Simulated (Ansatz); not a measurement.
hcp Gd was calculated with r²SCAN+rVV10 (Ansatz, an electronic-structure program, PAW).

Run with plane-wave cutoff 500 eV, 24×24×14 k mesh (along the axes of the cell as run), Fermi–Dirac smearing 0.1 eV, spin-polarised with parallel moments, scalar-relativistic PAW data made under PBE.

Computed at the level's own relaxed cell.

### Question
Predict the volume per atom, lattice parameter a, c axis length and magnetic moment per atom (the cell's total over its atoms).

### Answer

- volume per atom: 33.21 Å³/atom
- lattice parameter a: 3.617 Å
- c axis length: 5.861 Å
- magnetic moment per atom (the cell's total over its atoms): 7.93 μB

Measured, for comparison: equilibrium volume per atom 33.05 Å³/atom (room temperature, not corrected to a static lattice; as tabulated in Söderlind et al. (2014), doi:10.1088/0953-8984/26/41/416001); lattice constant a 3.634 Å (293 K, not corrected to a static lattice, our sources range from 3.634 to 3.640; as tabulated in Wikipedia's data pages); lattice parameter c 5.782 Å (293 K, not corrected to a static lattice; as tabulated in Wikipedia's data pages). Computed (rounded) less measured: equilibrium volume per atom +0.5 %, lattice constant a -0.5 % (-0.5 % to -0.6 % over the range), lattice parameter c +1.4 %. A static lattice is as a rule a little smaller and stiffer than an uncorrected measurement, which narrows the difference in the lattice constant a and would widen misses of the other sign.

Note: the 4f shell is treated without U or exact exchange, so its levels and filling can be wrong; the collinear magnetic order is the start's and need not be the measured one.

Moments are spin moments.

Spin–orbit coupling is not included.

Static lattice: no zero-point or thermal effects.
